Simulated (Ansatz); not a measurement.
# CHAlP+ (quintet): from Hartree-Fock to the top rungs, cc-pVDZ

The task here is to estimate one member of a computed series from the others.

Program: Ansatz 0.2.0, Gaussian basis. Level of theory: cc-pVDZ, core rule «outside noble gas», up to 11 orbitals frozen. These are calculated values, not measurements.

The runs, in order: UHF; CCSD(T) on ROHF; CCSD(T) on UHF; BCCD(T) on ROHF; CISD; CCSDT(Q) on ROHF; CCSDT(Q) on UHF.

27 further runs of the same task are left out: 9 that didn't finish, 18 set aside as unsound or not needed.

**What is computed**

The geometry is a PBE0/def2-TZVP stationary point (not a proven minimum) of the parent state, kept for this charge and spin.

4 atoms, charge 1, spin multiplicity 5.

Atoms are counted from 1 here; the program's logs count them from 0.

Bond lengths: Al1–C2 1.894 Å, Al1–H4 1.592 Å, C2–P3 1.689 Å. Angles: C2–Al1–H4 121.6°, Al1–C2–P3 170.4°.

The first run:

File in.yaml:

```yaml
crystal:
  periodic: [false, false, false]
  atoms:
    - {symbol: Al, position_ang: [-0.000002, 0.400252, 1.116230]}
    - {symbol: C, position_ang: [0.000017, 0.181182, -0.765378]}
    - {symbol: P, position_ang: [-0.000003, 0.268919, -2.452491]}
    - {symbol: H, position_ang: [-0.000011, -0.850353, 2.101639]}
basis:
  gaussian: {orbitals: cc-pVDZ}
total_charge: 1
magnetization: {spin_polarized: true, initial_magnetization: 4}
hamiltonian: {xc: hf}
output: {orbitals: {seedname: orbitals}}
```

The run is started by

```console
> ansatz run in.yaml --threads 1 --pin off --events-out ev --progress --plain --max-ram 2393MiB
```

Steps of the session up to this table: UHF; CCSD(T) on ROHF; CCSD(T) on UHF; BCCD(T) on ROHF; CISD; CCSDT(Q) on ROHF; CCSDT(Q) on UHF.

One table of the session follows, with a row left open; its other results are not shown here.

It belongs to the step «Misses and costs». 

```
   method  from UCCSDT(Q) (kJ/mol)
     ROHF                   +680.6
      UHF                   +648.9
     RMP2                   +144.1
     UMP2                   +148.7
     CISD                    +86.3
    RCCSD                    +29.3
    UCCSD                        ?
 RCCSD(T)                     +7.6
 UCCSD(T)                     +7.6
  BCCD(T)                     +7.4
   RCCSDT                     +2.1
   UCCSDT                     +1.9
RCCSDT(Q)                     +0.2
UCCSDT(Q)                        0
```

Q: Estimate the row for UCCSD from the others.

**Answer.** from UCCSDT(Q) (kJ/mol): +28.6. In the column «from UCCSDT(Q) (kJ/mol)» it lies between UCCSD(T) (+7.6) and RCCSD (+29.3).

Caveats from the session: Restricted and unrestricted rows rest on different reference determinants; where their highest levels disagree by more than a few hundredths of an eV, they describe different states and don't form one ladder.
